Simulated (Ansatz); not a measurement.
in.yaml

```yaml
crystal:
  periodic: [false, false, false]
  atoms:
    - {symbol: Al, position_ang: [0.000000, 0.000000, -0.091021]}
    - {symbol: Al, position_ang: [0.000000, 0.000000, -2.767959]}
    - {symbol: H, position_ang: [0.000000, 0.000000, 2.858979]}
basis:
  gaussian: {orbitals: 6-31G}
magnetization: {spin_polarized: false, initial_magnetization: 1}
correlation: {method: fic_mrcisd_q_relaxed, electrons: valence, active_space: {window: {electrons: 3, orbitals: 6}}}
```

```sh
$ ansatz run in.yaml --threads 1 --pin off --events-out ev --progress --plain --max-ram 2393MiB
```

The program prints:

```
308 factors; integrals over basis functions are off by at most 1.5e-4 eV
mean field evaluation 1: about -13173.6578 eV, gradient 1.2e1 eV
mean field evaluation 2: about -13173.6590 eV, gradient 1.2e1 eV
mean field evaluation 4: about -13175.4641 eV, gradient 1.3e0 eV
mean field evaluation 8: about -13175.4951 eV, gradient 3.8e-3 eV
mean field evaluation 16: about -13170.2857 eV, gradient 2.1e-1 eV
mean field evaluation 32: about -13175.2127 eV, gradient 1.4e-2 eV
mean field evaluation 64: about -13175.5330 eV, gradient 2.6e-1 eV
mean field evaluation 96: about -13175.5105 eV, gradient 2.9e-1 eV
mean field evaluation 128: about -13175.2093 eV, gradient 4.5e-3 eV
mean field evaluation 160: about -13175.2093 eV, gradient 4.5e-6 eV
mean field -13175.53706225 eV, -484.1920563379 hartree, gradient 1.2e-6 eV, S^2 0.750000; 13 other end points of the search recorded, 0 dependent functions left out
reference -13175.49509757 eV, -484.1905141642 hartree; 14, 13 occupied and 14, 15 virtual orbitals, 308 factors
state -13176.99019532 eV, -484.2454579931 hartree
contracted CI cycle   1: correlation 0.00000000 eV, 0.0000000000 hartree, residual 5.91e0 eV
contracted CI cycle   2: correlation -1.64454783 eV, -0.0604360179 hartree, residual 1.69e0 eV
contracted CI cycle   3: correlation -1.77507483 eV, -0.0652327969 hartree, residual 6.65e-1 eV
contracted CI cycle   4: correlation -1.79233232 eV, -0.0658669979 hartree, residual 2.99e-1 eV
contracted CI cycle   5: correlation -1.79602302 eV, -0.0660026287 hartree, residual 1.41e-1 eV
contracted CI cycle   6: correlation -1.79685648 eV, -0.0660332576 hartree, residual 6.21e-2 eV
contracted CI cycle   7: correlation -1.79704071 eV, -0.0660400280 hartree, residual 3.32e-2 eV
contracted CI cycle   8: correlation -1.79709909 eV, -0.0660421733 hartree, residual 1.60e-2 eV
contracted CI cycle   9: correlation -1.79711158 eV, -0.0660426326 hartree, residual 7.63e-3 eV
contracted CI cycle  10: correlation -1.79711414 eV, -0.0660427265 hartree, residual 4.49e-3 eV
contracted CI cycle  11: correlation -1.79711483 eV, -0.0660427520 hartree, residual 2.08e-3 eV
contracted CI cycle  12: correlation -1.79711502 eV, -0.0660427589 hartree, residual 9.47e-4 eV
state -13176.99019532 eV, -484.2454579931 hartree; corrected -13178.98793654 eV, -484.3188736289 hartree
Total energy: -13178.98793654 eV, -484.3188736289 hartree
```

Natural occupations: 1.6300 0.9821 0.3541 0.0179 0.0155 0.0004.

Ran on 1 thread of Arm Neoverse V1, shared host: 3.2 s wall, 0.15 GiB peak host memory.
